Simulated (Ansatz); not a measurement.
We consider B20 (FeSi-type) FeSi, described by PBE (plane waves, PAW; Ansatz, a first-principles code).

Settings: plane-wave cutoff 520 eV, 8×8×8 k mesh, Fermi–Dirac smearing 0.01 eV, no spin polarisation, scalar-relativistic PAW data made under PBE.

Cell (relaxed at this level):

```yaml
crystal:
  lattice:
    - [4.44792, 0.00000, 0.00000]
    - [0.00000, 4.44792, 0.00000]
    - [0.00000, 0.00000, 4.44792]
  atoms:
    - { symbol: Fe, position: [0.86400, 0.63600, 0.36400] }
    - { symbol: Fe, position: [0.36400, 0.86400, 0.63600] }
    - { symbol: Fe, position: [0.13600, 0.13600, 0.13600] }
    - { symbol: Fe, position: [0.63600, 0.36400, 0.86400] }
    - { symbol: Si, position: [0.15927, 0.34073, 0.65927] }
    - { symbol: Si, position: [0.65927, 0.15927, 0.34073] }
    - { symbol: Si, position: [0.84073, 0.84073, 0.84073] }
    - { symbol: Si, position: [0.34073, 0.65927, 0.15927] }
```

Q: Give the computed band gap, smallest direct gap on the k points sampled and direct gap at Γ.

A: 
* **band gap**: 0.15 eV (indirect)
* **smallest direct gap on the k points sampled**: 0.18 eV
* **direct gap at Γ**: 0.71 eV

Measured, for comparison: band gap 0.05 eV (temperature not stated, not corrected to a static lattice, indirect, transport; lower end of the printed range; as tabulated in Tomczak (2018), arXiv:1802.07220).

Computing time: around 2.8 core-minutes (rough).
